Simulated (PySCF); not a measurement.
**Basis-set dependence of population analyses: `ClC(Cl)(Cl)Cl`**

CCl₄.
Atom-mapped SMILES: `[Cl:1][C:2]([Cl:3])([Cl:4])[Cl:5]`

PBE0 throughout (PySCF), one geometry, spherical d and f functions. Geometry: PBE0-D3(BJ)/def2-SVP; no solvent, vibrations or thermal averaging. Atoms taken as equivalent share a column and are averaged.

Mulliken charges (e):

```
        basis  functions  Cl1/Cl3/Cl4/Cl5      C2
       STO-3G         41           -0.019  +0.076
        6-31G         61           +0.223  -0.892
     pcSseg-0         61           +0.210  -0.840
       6-31G*         86           +0.114  -0.454
     def2-SVP         86           +0.001  -0.004
      cc-pVDZ         86           +0.079  -0.316
     pcSseg-1        113           +0.084  -0.338
  aug-cc-pVDZ        131           +0.349  -1.396
      cc-pVTZ        166           -0.010  +0.042
6-311+G(2d,p)        167           -0.318  +1.274
    def2-TZVP        179           -0.023  +0.090
     IGLO-III        211           +0.133  -0.531
```

IAO charges (e):

```
        basis  functions  Cl1/Cl3/Cl4/Cl5      C2
       STO-3G         41           +0.030  -0.118
        6-31G         61           +0.024  -0.097
     pcSseg-0         61           +0.030  -0.121
       6-31G*         86           +0.009  -0.036
     def2-SVP         86           +0.002  -0.009
      cc-pVDZ         86           +0.001  -0.006
     pcSseg-1        113           +0.005  -0.021
  aug-cc-pVDZ        131           -0.001  +0.005
      cc-pVTZ        166            0.000   0.000
6-311+G(2d,p)        167           +0.002  -0.008
    def2-TZVP        179           +0.002  -0.006
     IGLO-III        211           +0.005  -0.018
```

Hirshfeld charges (e):

```
        basis  functions  Cl1/Cl3/Cl4/Cl5      C2
       STO-3G         41           -0.084  +0.335
        6-31G         61           -0.031  +0.123
     pcSseg-0         61           -0.030  +0.118
       6-31G*         86           -0.036  +0.142
     def2-SVP         86           -0.030  +0.119
      cc-pVDZ         86           -0.029  +0.118
     pcSseg-1        113           -0.027  +0.109
  aug-cc-pVDZ        131           -0.021  +0.083
      cc-pVTZ        166           -0.023  +0.094
6-311+G(2d,p)        167           -0.018  +0.074
    def2-TZVP        179           -0.022  +0.089
     IGLO-III        211           -0.019  +0.077
```

ESP-fitted charges (e):

```json
{"basis": "STO-3G", "functions": "41", "Cl1/Cl3/Cl4/Cl5": "-0.049", "C2": "+0.196"}
{"basis": "6-31G", "functions": "61", "Cl1/Cl3/Cl4/Cl5": "+0.052", "C2": "-0.208"}
{"basis": "pcSseg-0", "functions": "61", "Cl1/Cl3/Cl4/Cl5": "+0.025", "C2": "-0.101"}
{"basis": "6-31G*", "functions": "86", "Cl1/Cl3/Cl4/Cl5": "+0.129", "C2": "-0.517"}
{"basis": "def2-SVP", "functions": "86", "Cl1/Cl3/Cl4/Cl5": "+0.123", "C2": "-0.493"}
{"basis": "cc-pVDZ", "functions": "86", "Cl1/Cl3/Cl4/Cl5": "+0.146", "C2": "-0.583"}
{"basis": "pcSseg-1", "functions": "113", "Cl1/Cl3/Cl4/Cl5": "+0.148", "C2": "-0.592"}
{"basis": "aug-cc-pVDZ", "functions": "131", "Cl1/Cl3/Cl4/Cl5": "+0.173", "C2": "-0.693"}
{"basis": "cc-pVTZ", "functions": "166", "Cl1/Cl3/Cl4/Cl5": "+0.147", "C2": "-0.587"}
{"basis": "6-311+G(2d,p)", "functions": "167", "Cl1/Cl3/Cl4/Cl5": "+0.175", "C2": "-0.701"}
{"basis": "def2-TZVP", "functions": "179", "Cl1/Cl3/Cl4/Cl5": "+0.155", "C2": "-0.618"}
{"basis": "IGLO-III", "functions": "211", "Cl1/Cl3/Cl4/Cl5": "+0.199", "C2": "-0.798"}
```

**Question.** Which scheme is steadiest as the basis changes?

**Answer.** Largest range over the bases for any column: IAO 0.13 e, Hirshfeld 0.26 e, ESP-fitted 0.99 e, Mulliken 2.67 e. IAO charges move least and Mulliken charges most, counted in e. Without the minimal STO-3G basis the ranges are IAO 0.13, Hirshfeld 0.07, ESP-fitted 0.70, Mulliken 2.67 e.

**Question.** How much do the charges still move between the two largest bases, def2-TZVP and IGLO-III?

**Answer.** At most, over all atoms: Mulliken 0.622 e, IAO 0.012 e, Hirshfeld 0.012 e, ESP-fitted 0.180 e.

**Question.** What do the same runs give for the total energy and the frontier levels?

**Answer.** 
```tsv
basis	energy (Eh)	HOMO (eV)	LUMO (eV)
STO-3G	-1857.7881	-8.06	0.76
6-31G	-1878.0549	-9.37	-1.71
pcSseg-0	-1876.0095	-9.45	-1.43
6-31G*	-1878.1474	-9.14	-1.63
def2-SVP	-1877.6202	-8.94	-0.84
cc-pVDZ	-1878.2536	-9.03	-1.37
pcSseg-1	-1878.1434	-9.22	-1.64
aug-cc-pVDZ	-1878.2672	-9.13	-1.68
cc-pVTZ	-1878.3278	-9.09	-1.51
6-311+G(2d,p)	-1878.2917	-9.12	-1.77
def2-TZVP	-1878.3031	-9.07	-1.53
IGLO-III	-1878.2848	-8.95	-1.45
```
